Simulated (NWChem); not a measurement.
System: LiF; SMILES [F][Li]

Here is an NWChem input.

```
start job
memory heap 200 mb stack 900 mb global 1100 mb
geometry units angstroms noautosym nocenter noautoz
  Li     0.000000     0.000000    -1.146273
  F      0.000000     0.000000     0.385985
end
basis spherical
  * library def2-svpd
end
dft
  xc b3lyp
  iterations 150
end
property
  response 1 0.0
end
task dft property
```

Geometry: optimised at PBE0/def2-SVP.

Static field.

Problem. Predict the main results of this run. (B3LYP/def2-SVPD.) Quantities: isotropic polarisability (bohr³); anisotropy (bohr³).

Solution. 
```yaml
isotropic polarisability (bohr³): 9.4
anisotropy (bohr³): 0.8
```
